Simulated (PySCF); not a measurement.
Homolysis of single bonds, series B OH-NH2. Isolated molecules, 0 K electronic values unless said otherwise. One relaxed conformer stands for each flexible species; it need not be the lowest. Strings in code marks are SMILES.

The highest occupied spin orbital from two functionals at the same geometries (B3LYP-D3(BJ)/def2-TZVP), both in PySCF: PBE-D3(BJ)/def2-TZVP and B3LYP-D3(BJ)/def2-TZVP. B3LYP has the VWN-RPA correlation part, as in Gaussian. 

```
species                                            PBE-D3(BJ)/def2-TZVP (eV)
-------------------------------------------------  -------------------------
radical fragment (`[OH]`)                                              -7.16
radical fragment (`[NH2]`)                                             -7.05
radical fragment (`[B](N)O` (N–B–O–H torsion 0°))                      -4.27
radical fragment (`N[B]N`)                                             -3.96
```

What does B3LYP-D3(BJ)/def2-TZVP give for each?


- radical fragment (`[OH]`): -8.84
- radical fragment (`[NH2]`): -8.43
- radical fragment (`[B](N)O` (N–B–O–H torsion 0°)): -5.23
- radical fragment (`N[B]N`): -4.91
Over these rows, drawn at random from the members with no instability flagged (it was tested for open shells, ions and some series alone), PBE minus B3LYP-D3(BJ): mean +1.24 eV, from +0.95 eV to +1.68 eV.
